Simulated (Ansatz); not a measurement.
## doublet F₂(+): levels of theory in one basis

```csv
atom,x (Å),y (Å),z (Å)
F,0.0000,0.0000,0.0000
F,0.0000,0.0000,1.6900
```

Basis set: def2-SVP (spherical functions). Correlated methods keep 2 orbitals frozen. Correlation on ROHF uses semicanonical orbitals with singles. Charge 1, multiplicity 2.

Computed with Ansatz (development build ahead of 0.2.0); each method stands on the lowest determinant of its kind that the runs found.

```json
{"method": "ROHF", "E − E(ROHF) (eV)": "0.00", "<S²> of the determinant": "0.75"}
{"method": "UHF", "E − E(ROHF) (eV)": "-1.91", "<S²> of the determinant": "1.76"}
{"method": "ROHF-MP2", "E − E(ROHF) (eV)": "-8.80", "<S²> of the determinant": "–"}
{"method": "UHF-MP2", "E − E(ROHF) (eV)": "-9.02", "<S²> of the determinant": "1.76"}
```

(1) Is a single determinant a sound starting point here?

## Answers

(1) It is doubtful. Unrestricted orbitals lower Hartree–Fock by 1.91 eV and <S²> is 1.76 where a pure state has 0.75, a sign of strong static correlation.

Caution: the charge can sit on one fragment and break the point group. Caution for ROHF, ROHF-MP2: an unrestricted determinant lies well below. Caution for UHF, UHF-MP2: the unrestricted determinant is a mixture of spin states. Caution for ROHF-MP2, UHF-MP2: bonds are stretched, where a single reference can fail; forces differ strongly between restricted and unrestricted references. Caution for ROHF-MP2: other determinants can give a lower correlated total.
